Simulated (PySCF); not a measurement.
# How good is the calculation?

Atoms are numbered as in `[CH2:1]=[C:2]=[O:3]`. Hydrogens are named by the atom that carries them.

Published values to compare with: δ 13C C2 201.0; C1 9.5 ppm (measured; gas or nonpolar solvent (not told per row); T. W. Keal, PhD thesis, Durham 2005).
σ 13C C1 193.3; C2 -6.3; σ 1H H(C1) 29.20; σ 17O O3 -5.9 ppm (CCSD(T)/aug-cc-pCV[TQ]Z extrapolated; gas (isolated, no vibration); Teale, Lutnaes, Helgaker, Tozer, Gauss, JCP 2013, 138, 024111, as tabulated in M. Glasbrenner, PhD thesis, LMU Munich (SI Table 24)).

[PySCF: PBE0/pcSseg-1 with gauge-including orbitals; GFN2-xTB geometry; a single conformation; no solvent model; equivalent nuclei averaged; non-relativistic]

**Question.** How close does the calculation come?

**Answer.** 
Reference values: measured (gas or nonpolar solvent (not told per row); T. W. Keal, PhD thesis, Durham 2005).
```csv
atoms,quantity,reference,computed
C2,δ 13C vs CH4,201.0,203.7
C1,δ 13C vs CH4,9.5,5.9
```

Reference values: CCSD(T)/aug-cc-pCV[TQ]Z extrapolated (gas (isolated, no vibration); Teale, Lutnaes, Helgaker, Tozer, Gauss, JCP 2013, 138, 024111, as tabulated in M. Glasbrenner, PhD thesis, LMU Munich (SI Table 24)).
| atoms | quantity | reference | computed |
| --- | --- | --- | --- |
| C1 | σ 13C | 193.3 | 186.5 |
| C2 | σ 13C | -6.3 | -11.3 |
| H(C1) | σ 1H | 29.20 | 29.46 |
| O3 | σ 17O | -5.9 | -28.9 |

Absolute shieldings are compared as such; zero-point and thermal motion, absent here, lowers them by some tenths of a ppm for H, a few ppm for C and up to about 10 ppm for F.

Computed shifts are σ(ref) − σ with the named reference compound (TMS for H and C) calculated as an isolated molecule at the same level. The measured values may be among those fitted. Shieldings were converted by linear fits to measured shifts (mostly CDCl3, TMS scale, for H and C): 13C (scatter 2.1 ppm rms, 2.3 ppm with the 13 outliers that the fit left out). Occasional misses reach two or three times the rms, and more in compound classes unlike the fitted ones.

**Question.** How far are the unscaled 13C shifts from the references?

**Answer.** Mean signed difference -0.45 ppm, mean absolute 3.15 ppm over 2 comparisons; the largest is -3.6 ppm at C1 (terminal carbon of a ketene).

**Question.** How far are the unscaled 13C shieldings from the references?

**Answer.** Mean signed difference -5.90 ppm, mean absolute 5.90 ppm over 2 comparisons; the largest is -6.8 ppm at C1 (terminal carbon of a ketene).

6 of the 34 published NMR values on file for this molecule are compared. The rest: values from further sources, other calculations.
